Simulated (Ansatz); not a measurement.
C3H8N2 (`C/N=C/NC`), one more setting.

```yaml
crystal:
  periodic: [false, false, false]
  atoms:
    - {symbol: C, position_ang: [-1.942170, -0.387285, 1.036570]}
    - {symbol: N, position_ang: [-0.833887, -0.257897, 0.132764]}
    - {symbol: C, position_ang: [0.209110, 0.312881, 0.567265]}
    - {symbol: N, position_ang: [1.299368, 0.555289, -0.208797]}
    - {symbol: C, position_ang: [1.388209, 0.002545, -1.535587]}
    - {symbol: H, position_ang: [-2.227605, -1.439559, 1.132103]}
    - {symbol: H, position_ang: [-2.816106, 0.140341, 0.640786]}
    - {symbol: H, position_ang: [-1.737675, 0.004769, 2.045829]}
    - {symbol: H, position_ang: [0.308781, 0.685841, 1.597054]}
    - {symbol: H, position_ang: [2.156096, 0.754140, 0.274544]}
    - {symbol: H, position_ang: [1.398839, -1.093422, -1.530895]}
    - {symbol: H, position_ang: [0.523032, 0.316884, -2.120528]}
    - {symbol: H, position_ang: [2.294708, 0.370671, -2.016208]}
basis:
  gaussian: {orbitals: aug-pcseg-2, final_grid: {core_spheres: 20, valence_spheres: 16, degree: 47}}
hamiltonian: {xc: {name: B2GP-PLYP}}
output: {forces: true}
```

```sh
$ ansatz run in.yaml --threads 4 --pin off --events-out ev --progress --plain --max-ram 10444MiB
```

Shortened log:

```
Functional definition: B2GP-PLYP
2473 factors; integrals over basis functions are off by at most 1.2e-3 eV
mean field evaluation 1: about -6199.6901 eV, gradient 5.4e1 eV
mean field evaluation 2: about -6199.8603 eV, gradient 5.4e1 eV
mean field evaluation 4: about -6206.1879 eV, gradient 7.8e0 eV
mean field evaluation 8: about -6206.3203 eV, gradient 6.7e-1 eV
mean field evaluation 16: about -6206.3216 eV, gradient 3.7e-4 eV
mean field -6206.32156307 eV, -228.0781106471 hartree, gradient 9.0e-6 eV, S^2 0.000000; 0 other end points of the search recorded, 0 dependent functions left out
5 core orbitals not correlated: weight in the atoms' cores, before any rotation towards them, 1.000 or more for the frozen orbitals, at most 0.000 for the correlated occupied ones
reference -6206.32171993 eV, -228.0781164116 hartree; 15, 15 occupied and 394, 394 virtual orbitals, 2473 factors
second order -29.00939335 eV of doubles, -0.00000000 eV of singles
Total energy: -6216.76510154 eV, -228.4619036068 hartree
Atom 0 at    -1.942170    -0.387285     1.036570 Å, force    -0.401862    -0.074072     0.251798 eV/Å
Atom 1 at    -0.833887    -0.257897     0.132764 Å, force    -0.040130    -0.079141    -0.182358 eV/Å
Atom 2 at     0.209110     0.312881     0.567265 Å, force     0.105112     0.164246     0.357569 eV/Å
Atom 3 at     1.299368     0.555289    -0.208797 Å, force     0.246034     0.091609     0.118875 eV/Å
Atom 4 at     1.388209     0.002545    -1.535587 Å, force    -0.002083    -0.142053    -0.371552 eV/Å
Atom 5 at    -2.227605    -1.439559     1.132103 Å, force     0.065814     0.194011    -0.016141 eV/Å
Atom 6 at    -2.816106     0.140341     0.640786 Å, force     0.171962    -0.088204     0.069998 eV/Å
Atom 7 at    -1.737675     0.004769     2.045829 Å, force    -0.017307    -0.063878    -0.179858 eV/Å
Atom 8 at     0.308781     0.685841     1.597054 Å, force    -0.027059    -0.077473    -0.193563 eV/Å
Atom 9 at     2.156096     0.754140     0.274544 Å, force    -0.113746    -0.009061    -0.056462 eV/Å
Atom 10 at     1.398839    -1.093422    -1.530895 Å, force     0.002193     0.198435     0.006372 eV/Å
Atom 11 at     0.523032     0.316884    -2.120528 Å, force     0.161580    -0.050046     0.102488 eV/Å
Atom 12 at     2.294708     0.370671    -2.016208 Å, force    -0.150509    -0.064374     0.092834 eV/Å
Dipole moment:     0.404993     0.116952     0.177228 e Å
```

Run time 110 s (4 threads of an Intel Xeon Platinum 8375C on a shared host); peak host memory 2.5 GiB.
